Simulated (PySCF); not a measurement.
A geometry optimisation on `C#CC(=O)[S-]`.

Computed with PBE0-D3(BJ)/def2-SVP geometry optimisation, gas phase (PySCF 2.14.0). Start geometry: GFN2-xTB. A driver script takes a list of jobs; this job's settings line and coordinates (Å) are shown.

Input:
```
{"job": {"xc": "PBE0", "basis": "def2-SVP", "d3": "d3bj", "grid": 1, "kind": "geom"}, "charge": -1, "multiplicity": 1}
C      1.498840    -0.392197     0.277326
C      0.313096    -0.199016     0.213665
C     -1.091663     0.122887     0.092540
O     -1.975145    -0.641426     0.474483
S     -1.281380     1.651925    -0.629146
H      2.539374    -0.540183     0.322568
```

Output:
```
step   0  E = -587.68649313  max force = 0.019405
step   1  E = -587.68956515  max force = 0.006406
step   2  E = -587.68956997  max force = 0.003875
step   3  E = -587.68965449  max force = 0.001455
step   4  E = -587.68960384  max force = 0.003499
step   5  E = -587.68965658  max force = 0.001171
step   6  E = -587.68966720  max force = 0.000527
step   7  E = -587.68967270  max force = 0.000438
optimisation converged
```

Energies in Eh; «max force» is the largest Cartesian gradient component in Eh/bohr.

Q: How much energy does the optimisation release, in kcal/mol?

A: E(step 0) − E(last step) = 0.003180 Eh, which is 2.0 kcal/mol.

Q: Give the first gradient maximum in eV/Å.

A: With 1 Eh/bohr = 51.422 eV/Å, 0.998 eV/Å.

Main results: final energy -587.68967 Eh after 7 steps.

On one thread, AMD EPYC 9R45 (x86_64), no GPU, shared host with 96 logical CPUs at a one-minute load of 46, this took 6.7 s and 0.41 GiB of memory at its peak.
Labels such as C1 count atoms from 1, the log's own numbers from 0.
